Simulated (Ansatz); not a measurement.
Relaxation of AlH7OSi (10 atoms, charge 0, multiplicity 1), to a largest force component of 0.03 eV/Å in at most 50 steps.

These are results of RKS B3LYP/def2-SVP (Ansatz), not measurements.

```xyz
10
Properties=species:S:1:pos:R:3:forces:R:3
Al -0.128 0.490 -0.249 -0.04 -0.86 -0.37
H -0.288 -0.207 2.418 -0.10 -1.68 0.40
H 1.211 -0.350 -0.388 0.02 -0.03 0.00
O -1.594 -0.177 -0.839 0.07 -0.04 -0.02
H -1.694 -1.043 -1.252 0.01 0.06 0.03
Si -0.266 2.650 0.669 -0.03 1.23 0.25
H -1.677 3.035 1.017 0.12 -0.03 -0.02
H 0.544 2.748 1.938 -0.07 -0.01 -0.13
H 0.273 3.714 -0.254 -0.07 -0.10 0.09
H -0.246 0.491 2.241 0.10 1.45 -0.25
```

Q: Where does it end, and by what steps?

A: The forces met the threshold. The force dipped under the threshold on the way, but the program's further checks kept it going. After 19 steps the energy has fallen by 0.173 eV; H10 moved furthest, 0.73 Å.

```tsv
step	energy less start (eV)	largest force component (eV/Å)	accepted
0	0.0000	1.680	yes
1	-0.1299	0.296	yes
2	-0.1476	0.217	yes
3	-0.1322	0.294	no
4	-0.1531	0.151	yes
5	-0.1564	0.292	yes
6	-0.1601	0.025	yes
7	-0.1605	0.039	yes
8	-0.1607	0.173	yes
9	-0.1612	0.252	yes
10	-0.1688	0.052	yes
11	-0.1691	0.054	yes
12	-0.1668	0.270	no
13	-0.1696	0.055	yes
14	-0.1703	0.111	yes
15	-0.1709	0.057	yes
16	-0.1656	0.203	no
17	-0.1724	0.027	yes
18	-0.1678	0.502	no
19	-0.1726	0.017	yes
```

```xyz
10
Properties=species:S:1:pos:R:3
Al -0.137 0.524 -0.134
H 0.032 -0.566 2.250
H 1.186 -0.357 -0.174
O -1.589 -0.127 -0.769
H -1.697 -1.006 -1.146
Si -0.259 2.860 0.594
H -1.657 3.284 0.918
H 0.579 3.097 1.812
H 0.253 3.781 -0.470
H -0.576 -0.138 2.419
```

The run took 56 s on 2 threads of Intel(R) Xeon(R) Platinum 8259CL CPU @ 2.50GHz (Skylake/Cascade Lake) (shared host), peak memory 0.18 GiB.
